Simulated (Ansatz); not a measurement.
Basis-set series for `CC#CCF`. Total charge 0; spin multiplicity 1. Geometry: relaxed with PBE0-D4/def2-TZVP.

Cartesian coordinates in Å:
```
C -0.778 0.821 -1.723
C -0.219 0.262 -0.510
C 0.240 -0.211 0.496
C 0.803 -0.767 1.710
F 0.239 -1.993 2.018
H -1.311 1.753 -1.519
H -1.485 0.121 -2.174
H 0.004 1.028 -2.458
H 0.625 -0.098 2.559
H 1.882 -0.915 1.602
```

```json
{"functional": "PBE0-D4", "basis": "def2-SVP", "functions": "95", "energy (Eh)": "-254.72866", "HOMO (eV)": "-7.49", "LUMO (eV)": "0.72"}
{"functional": "PBE0-D4", "basis": "def2-QZVPP", "functions": "435", "energy (Eh)": "-255.03702", "HOMO (eV)": "-7.58", "LUMO (eV)": "0.33"}
{"functional": "ωB97M-V", "basis": "def2-SVP", "functions": "95", "energy (Eh)": "-254.90392", "HOMO (eV)": "-9.73", "LUMO (eV)": "2.89"}
{"functional": "ωB97M-V", "basis": "def2-QZVPP", "functions": "435", "energy (Eh)": "-255.22266", "HOMO (eV)": "-9.82", "LUMO (eV)": "1.75"}
```

(1) Give the rows for def2-TZVPP. (Best estimate.)

## Answers

(1) Ansatz gave: 
```csv
functional,basis,functions,energy (Eh),HOMO (eV),LUMO (eV)
PBE0-D4,def2-TZVPP,225,-255.02327,-7.56,0.45
ωB97M-V,def2-TZVPP,225,-255.20970,-9.80,2.47
```

Positive LUMOs are unbound and depend on the basis.
